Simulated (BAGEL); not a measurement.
# doublet CH8BN+: levels of theory compared

We compute a comparison of 5 runs (UHF/STO-3G, UHF/3-21G, ROHF/6-31G*, ROHF/cc-pVDZ, UHF/cc-pVDZ) of doublet CH8BN+. 

The calculation is run with BAGEL 1.2.2.

## 1. The molecule

CH8BN+ has 11 atoms, charge +1, and is taken as a doublet. SMILES of the parent species: `[BH3-][NH2+]C`. The coordinates come from a PBE0-D4/def2-TZVP relaxation. That shape belongs to the parent species and isn't relaxed for this state.

Bond lengths: B1–N2 1.626 Å, N2–C3 1.469 Å, B1–H4 1.214 Å, B1–H5 1.214 Å, B1–H6 1.214 Å, N2–H7 1.016 Å, N2–H8 1.016 Å, C3–H9 1.089 Å, C3–H10 1.089 Å, C3–H11 1.092 Å. Some angles: B1–N2–C3 114.0°, B1–N2–H7 108.2°, B1–N2–H8 108.2°, C3–N2–H7 109.9°, C3–N2–H8 109.9°, N2–B1–H4 105.5°, N2–B1–H5 105.4°, N2–B1–H6 105.4°, N2–C3–H9 108.2°, N2–C3–H10 108.2°.

## 2. A single-point energy at UHF/STO-3G (density fitting with qzvpp-jkfit) (run 1)

File calc.json:

```json
{ "bagel" : [

{
  "title" : "molecule",
  "basis" : "sto-3g",
  "df_basis" : "qzvpp-jkfit",
  "angstrom" : "true",
  "geometry" : [
    { "atom" : "B", "xyz" : [   -0.828400,    1.032000,   -0.205100 ] },
    { "atom" : "N", "xyz" : [   -0.349500,   -0.497500,    0.070800 ] },
    { "atom" : "C", "xyz" : [    1.107800,   -0.661100,    0.155200 ] },
    { "atom" : "H", "xyz" : [   -2.040900,    0.991000,   -0.245400 ] },
    { "atom" : "H", "xyz" : [   -0.325100,    1.341700,   -1.265700 ] },
    { "atom" : "H", "xyz" : [   -0.402900,    1.677500,    0.731200 ] },
    { "atom" : "H", "xyz" : [   -0.783500,   -0.815200,    0.932300 ] },
    { "atom" : "H", "xyz" : [   -0.721000,   -1.084700,   -0.669900 ] },
    { "atom" : "H", "xyz" : [    1.475700,   -0.024100,    0.957600 ] },
    { "atom" : "H", "xyz" : [    1.543500,   -0.317100,   -0.781300 ] },
    { "atom" : "H", "xyz" : [    1.389800,   -1.699400,    0.341100 ] }
  ]
},
{ "title" : "uhf", "charge" : 1, "nopen" : 1 },
{ "title" : "print", "file" : "orbitals.molden", "orbitals" : "true" }

]}
```

The run is started by

```bash
$ BAGEL_NUM_THREADS=1 BAGEL calc.json > calc.out
```

What it wrote:

```text
* using 1 threads per process

  ===============================================================
  ===============================================================

  *** Geometry ***

  { "atom" : "B", "xyz" : [     -1.565449,      1.950197,     -0.387583 ] },
  { "atom" : "N", "xyz" : [     -0.660459,     -0.940139,      0.133793 ] },
  { "atom" : "C", "xyz" : [      2.093439,     -1.249298,      0.293285 ] },
[... 7 lines of this table left out ...]
  { "atom" : "H", "xyz" : [      2.626341,     -3.211401,      0.644586 ] },

  Number of auxiliary basis functions:      371

  Since a DF basis is specified, we compute 2- and 3-index integrals:
    o Being stored without compression. Storage requirement is 0.002 GB

  Number of basis functions:       23
  Number of electrons      :       26

    * METHOD: MOLECULE                             0.09

  *** Open-shell HF ***

  === Nuclear Repulsion ===
    82.5263500521

      * DIIS with orbital gradients will be used.

  === UHF iteration (sto-3g) ===
      0       -119.75998707          0.03743210           0.01
      1       -119.84047634          0.01362338           0.01
      2       -119.85251572          0.00568728           0.01
[... 23 lines of this table left out ...]
     26       -119.85753369          0.00000001           0.01
    * SCF iteration converged.

    * S^2 (UHF) is 0.7604

    * Permanent dipole moment:
           (    1.152862,     0.295147,    -0.006725) a.u.

    * METHOD: UHF                                  0.27

    * METHOD: PRINT                                0.00

  ===============================================================
```

Run time: 0.68 s. Hardware: 1 thread of Intel Xeon Platinum 8488C (Sapphire Rapids), shared host; peak memory 0.08 GiB.

## 3. A single-point energy at UHF/3-21G (density fitting with qzvpp-jkfit) (run 2)

File input.json:

```json
{ "bagel" : [

{
  "title" : "molecule",
  "basis" : "3-21g",
  "df_basis" : "qzvpp-jkfit",
  "angstrom" : true,
  "geometry" : [
    { "atom" : "B", "xyz" : [      -0.828400,       1.032000,      -0.205100 ] },
    { "atom" : "N", "xyz" : [      -0.349500,      -0.497500,       0.070800 ] },
    { "atom" : "C", "xyz" : [       1.107800,      -0.661100,       0.155200 ] },
    { "atom" : "H", "xyz" : [      -2.040900,       0.991000,      -0.245400 ] },
    { "atom" : "H", "xyz" : [      -0.325100,       1.341700,      -1.265700 ] },
    { "atom" : "H", "xyz" : [      -0.402900,       1.677500,       0.731200 ] },
    { "atom" : "H", "xyz" : [      -0.783500,      -0.815200,       0.932300 ] },
    { "atom" : "H", "xyz" : [      -0.721000,      -1.084700,      -0.669900 ] },
    { "atom" : "H", "xyz" : [       1.475700,      -0.024100,       0.957600 ] },
    { "atom" : "H", "xyz" : [       1.543500,      -0.317100,      -0.781300 ] },
    { "atom" : "H", "xyz" : [       1.389800,      -1.699400,       0.341100 ] }
  ]
},

{
  "title" : "uhf",
  "charge" : 1,
  "nopen" : 1
},

{
  "title" : "print",
  "file" : "orbitals.molden",
  "orbitals" : true
}

]}
```

The run is started by

```bash
$ BAGEL_NUM_THREADS=1 BAGEL input.json > input.out
```

What it wrote:

```text
* using 1 threads per process

  ===============================================================
  ===============================================================

  *** Geometry ***

  { "atom" : "B", "xyz" : [     -1.565449,      1.950197,     -0.387583 ] },
  { "atom" : "N", "xyz" : [     -0.660459,     -0.940139,      0.133793 ] },
  { "atom" : "C", "xyz" : [      2.093439,     -1.249298,      0.293285 ] },
[... 7 lines of this table left out ...]
  { "atom" : "H", "xyz" : [      2.626341,     -3.211401,      0.644586 ] },

  Number of auxiliary basis functions:      371

  Since a DF basis is specified, we compute 2- and 3-index integrals:
    o Being stored without compression. Storage requirement is 0.005 GB

  Number of basis functions:       43
  Number of electrons      :       26

    * METHOD: MOLECULE                             0.09

  *** Open-shell HF ***

  === Nuclear Repulsion ===
    82.5263500521

      * DIIS with orbital gradients will be used.

  === UHF iteration (3-21g) ===
      0       -120.54777658          0.03383075           0.02
      1       -120.61281380          0.00849143           0.02
      2       -120.61854719          0.00341869           0.02
[... 28 lines of this table left out ...]
     31       -120.61992080          0.00000001           0.02
    * SCF iteration converged.

    * S^2 (UHF) is 0.7760

    * Permanent dipole moment:
           (    0.226073,     0.077075,    -0.002337) a.u.

    * METHOD: UHF                                  0.74

    * METHOD: PRINT                                0.00

  ===============================================================
```

Run time: 1.1 s. Hardware: 1 thread of Intel Xeon Platinum 8488C (Sapphire Rapids), shared host; peak memory 0.08 GiB.

Runs 3 to 4 aren't shown in full; the table further down has their settings and results.

## 4. A single-point energy at UHF/cc-pVDZ (density fitting with qzvpp-jkfit) (run 5)

File calc.json:

```json
{ "bagel" : [

{
  "title" : "molecule",
  "basis" : "cc-pvdz.json",
  "df_basis" : "qzvpp-jkfit",
  "angstrom" : "true",
  "geometry" : [
    { "atom" : "B", "xyz" : [      -0.828400,       1.032000,      -0.205100 ] },
    { "atom" : "N", "xyz" : [      -0.349500,      -0.497500,       0.070800 ] },
    { "atom" : "C", "xyz" : [       1.107800,      -0.661100,       0.155200 ] },
    { "atom" : "H", "xyz" : [      -2.040900,       0.991000,      -0.245400 ] },
    { "atom" : "H", "xyz" : [      -0.325100,       1.341700,      -1.265700 ] },
    { "atom" : "H", "xyz" : [      -0.402900,       1.677500,       0.731200 ] },
    { "atom" : "H", "xyz" : [      -0.783500,      -0.815200,       0.932300 ] },
    { "atom" : "H", "xyz" : [      -0.721000,      -1.084700,      -0.669900 ] },
    { "atom" : "H", "xyz" : [       1.475700,      -0.024100,       0.957600 ] },
    { "atom" : "H", "xyz" : [       1.543500,      -0.317100,      -0.781300 ] },
    { "atom" : "H", "xyz" : [       1.389800,      -1.699400,       0.341100 ] }
  ]
},

{
  "title" : "uhf",
  "charge" : 1,
  "nopen" : 1
},

{
  "title" : "print",
  "file" : "orbitals.molden",
  "orbitals" : "true"
}

]}
```

The basis set cc-pVDZ is read from a file made from the Basis Set Exchange's data (not shown).

The run is started by

```bash
$ BAGEL_NUM_THREADS=1 BAGEL calc.json > calc.out
```

What it wrote:

```text
* using 1 threads per process

  ===============================================================
  ===============================================================

  *** Geometry ***

  { "atom" : "B", "xyz" : [     -1.565449,      1.950197,     -0.387583 ] },
  { "atom" : "N", "xyz" : [     -0.660459,     -0.940139,      0.133793 ] },
  { "atom" : "C", "xyz" : [      2.093439,     -1.249298,      0.293285 ] },
[... 7 lines of this table left out ...]
  { "atom" : "H", "xyz" : [      2.626341,     -3.211401,      0.644586 ] },

  Number of auxiliary basis functions:      371

  Since a DF basis is specified, we compute 2- and 3-index integrals:
    o Being stored without compression. Storage requirement is 0.020 GB

  Number of basis functions:       82
  Number of electrons      :       26

    * METHOD: MOLECULE                             0.15

  *** Open-shell HF ***

  === Nuclear Repulsion ===
    82.5263500521

      * DIIS with orbital gradients will be used.

  === UHF iteration (cc-pvdz.json) ===
      0       -121.16117391          0.02527180           0.06
      1       -121.27811944          0.01202142           0.08
      2       -121.29362057          0.00565579           0.07
[... 33 lines of this table left out ...]
     36       -121.29864150          0.00000001           0.05
    * SCF iteration converged.

    * S^2 (UHF) is 0.7797

    * Permanent dipole moment:
           (    0.233137,     0.017340,     0.007827) a.u.

    * METHOD: UHF                                  2.26

    * METHOD: PRINT                                0.01

  ===============================================================
```

Wall time 2.7 s (1 thread of Intel Xeon Platinum 8488C (Sapphire Rapids), shared host); peak memory 0.084 GiB.

## 5. Overview of the runs

```csv
run,level,energy (Eh),⟨S²⟩,wall time
1,UHF/STO-3G (density fitting with qzvpp-jkfit),-119.857534,0.760,0.68 s
2,UHF/3-21G (density fitting with qzvpp-jkfit),-120.619921,0.776,1.1 s
3,"ROHF/6-31G* (density fitting with qzvpp-jkfit, spherical functions)",-121.274089,0.750,1.4 s
4,ROHF/cc-pVDZ (density fitting with qzvpp-jkfit),-121.289722,0.750,2.2 s
5,UHF/cc-pVDZ (density fitting with qzvpp-jkfit),-121.298642,0.780,2.7 s
```

## 6. What came out

```
           quantity          value
run 5: total energy  -121.29864 Eh
        run 5: ⟨S²⟩          0.780
```

In words: In run 1 the basis is minimal, so the values are rough. All runs together took 8.1 s, the longest 2.7 s.
